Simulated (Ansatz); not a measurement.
Basis-set extrapolation for C3H8N2 (`CC(N)C=N`) (PBE0-D4/def2-TZVP geometry, frozen core, Ansatz). Multiplicity 1, RHF reference.

|  | def2-TZVPP | def2-QZVPP |
| --- | --- | --- |
| HF | -227.228279 | -227.239060 |
| MP2 correlation | -0.926697 | -0.988244 |
| CCSD(T) correlation | -1.007157 | not run |

Energies in hartree. Use E(X) = E(∞) + A·exp(−7.88·√X) for Hartree–Fock and E(X) = E(∞) + B·X^(−2.97) for correlation, with X = 3 and 4, and add CCSD(T) minus MP2 of the smaller set to the MP2 limit.

Q: What is the CCSD(T) energy at the basis-set limit?

A: HF limit: -227.239060 + (-0.010781) × 0.13774 = -227.24054. MP2 limit: -0.988244 + (-0.061547) × 0.74074 = -1.03383. Higher-order term: -1.007157 − (-0.926697) = -0.08046. Total: -228.35483 hartree, 74.9 kcal/mol below CCSD(T)/def2-TZVPP.
